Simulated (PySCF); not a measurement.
# NaB at PBE0

Computed with PBE0; Na cc-pVDZ, B cc-pVDZ; no relativity (PySCF 2.14).

| Property | Result |
| --- | --- |
| state | ³Π (triplet), unpaired electrons σ ↑, π ↑ |
| bond length | 2.501 Å |
| harmonic wavenumber | 319 cm⁻¹ |
| force constant | 0.445 mdyn/Å |
| rotational constant Be | 0.3621 cm⁻¹ |
| anharmonicity ωexe | 3.10 cm⁻¹ |
| vibration–rotation constant αe | 0.00499 cm⁻¹ |
| well depth De to Na + B | 0.91 eV |
| dissociation energy D0 | 0.89 eV |
| bond order (Mayer) | 0.94 |
| dipole moment (positive dipole means Na(−)B(+)) | -5.70 D |

The state was picked by a PBE0 search and need not be the measured ground state.
